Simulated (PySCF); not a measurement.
# C2H2O: the cost of one run

Computed with PySCF 2.14.0, with density-fitted response routines of our own, on a single molecule in the gas phase. Atoms are numbered from 0 throughout.

## (1) Starting geometry

5 atoms, charge 0, multiplicity 1; geometry from: MMFF94s. The atoms were then displaced at random by about 0.03 Å, so the start is not that level's minimum.

Bonds of the start (Å): C0–C1 1.22, C1–O2 1.13, C0–H3 1.14, C0–H4 1.08.

## (2) Relaxing the molecule at PBE0-D3(BJ)/def2-SVP

Job settings and geometry (Å):

```
{"job": {"xc": "PBE0", "basis": "def2-SVP", "d3": "d3bj", "grid": 1, "shake": 0.03, "kind": "geom"}, "charge": 0, "multiplicity": 1}
C     -0.471090    -0.059790    -0.043100
C      0.738470    -0.037540     0.072500
O      1.862430    -0.067950     0.175050
H     -0.942810     0.975010    -0.132200
H     -1.112160    -0.920210    -0.134370
```

The run is started by

```
OMP_NUM_THREADS=1 python probes_run.py task.json out
```

One launch serves the whole session: the jobs run in the order shown.

**Question.** How long does this first job take on 1 thread of Arm Neoverse V1, shared host, and how much memory does it need?

About 4 s, with a peak of 0.26 GiB.
